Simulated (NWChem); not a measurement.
# H, doublet

Program: NWChem. Spin-unrestricted. No stability test was run on the SCF state.

Taking PBE0/def2-QZVP as the yardstick, which of these has the fewest basis functions while keeping “highest occupied level (eV)” within 0.1 eV of it: PBE0/def2-TZVPP; PBE0/3-21G; PBE0/pcseg-2; PBE0/aug-pcseg-1; PBE0/pcseg-1?

PBE0/pcseg-1.
```
level             basis functions  highest occupied level (eV)
----------------  ---------------  ---------------------------
PBE0/3-21G                      2                        -8.82
PBE0/pcseg-1                    5                        -9.12
PBE0/aug-pcseg-1                9                        -9.13
PBE0/pcseg-2                   14                        -9.13
PBE0/def2-TZVPP                14                        -9.11
PBE0/def2-QZVP                 30                        -9.13
```

The yardstick is one finite set, not the basis-set limit.
